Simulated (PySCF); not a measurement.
# The bond of MgCl, level by level

The task here is to estimate one member of a computed series from the others.

The runs use PySCF 2.14.0; Mg 6-311G(d,p), Cl 6-311G(d,p), no relativity.

The first run:

A driver script around PySCF takes these settings:

```
atoms                         : Mg, Cl
charge                        : 0
basis                         : Mg 6-311G(d,p), Cl 6-311G(d,p)
Hamiltonian                   : no relativity
basis functions               : 52
electrons treated             : 29
masses in u                   : 23.9850, 34.9689
levels                        : PBE0, PBE, r²SCAN, revPBE, MN15, r²SCAN0, HSE06, HF, MP2, SCS-MP2, CCSD, CCSD(T)
grid                          : 80 radial by 434 angular points
occupations                   : held fixed by the projection of orbital angular momentum
dissociation limit            : Mg + Cl, each in its ground configuration
starting distance in angstrom : 2.325
values of 2S to try           : 1, 3
```

On the command line:

```bash
OMP_NUM_THREADS=1 python dia.py task.json out
```

Among the steps run: The job; The PBE0 curve of the state that the search chose; Excited determinants; PBE; r²SCAN; revPBE; MN15 (hybrid meta-GGA); r²SCAN0; HSE06; UHF; Correlated methods on the Hartree–Fock reference.

One of the session's tables, all rows but one given; the rest of the session is left out.

Energy (eV) from each level's lowest point:

| R (Å) | UHF | UHF-MP2 | UHF-SCS-MP2 | UHF-CCSD | UHF-CCSD(T) |
| --- | --- | --- | --- | --- | --- |
| 1.920 | 0.850 | 0.812 | 0.823 | n/a | n/a |
| 2.010 | 0.381 | 0.353 | 0.361 | 0.355 | 0.359 |
| 2.099 | 0.122 | 0.105 | 0.110 | 0.106 | 0.109 |
| 2.166 | 0.029 | 0.020 | 0.023 | 0.021 | 0.022 |
| 2.233 | 0.000 | 0.000 | 0.000 | 0.000 | 0.000 |
| 2.300 | 0.021 | 0.029 | 0.027 | 0.028 | 0.027 |
| 2.389 | 0.105 | 0.124 | 0.118 | 0.122 | 0.119 |
| 2.501 | ? | ? | ? | ? | ? |
| 2.635 | 0.524 | 0.570 | 0.557 | 0.564 | 0.557 |
| 2.814 | 0.899 | 0.962 | 0.944 | n/a | n/a |

Estimate the missing values for R (Å) = 2.501.

Worked estimate for «UHF». A straight line through the neighbours (2.389, 0.105) and (2.635, 0.524) gives 0.105 + (0.524 − 0.105) × (2.501 − 2.389) / (2.635 − 2.389) = 0.296; a parabola fitted to 4 rows on both sides gives 0.280.

The run gave: UHF: 0.272; UHF-MP2: 0.303; UHF-SCS-MP2: 0.294; UHF-CCSD: 0.300; UHF-CCSD(T): 0.295. In «UHF» the line misses by +0.024 and the parabola by +0.008.

State 2 has its PBE0 minimum 5.72 eV higher. The other levels ran on the lowest alone.
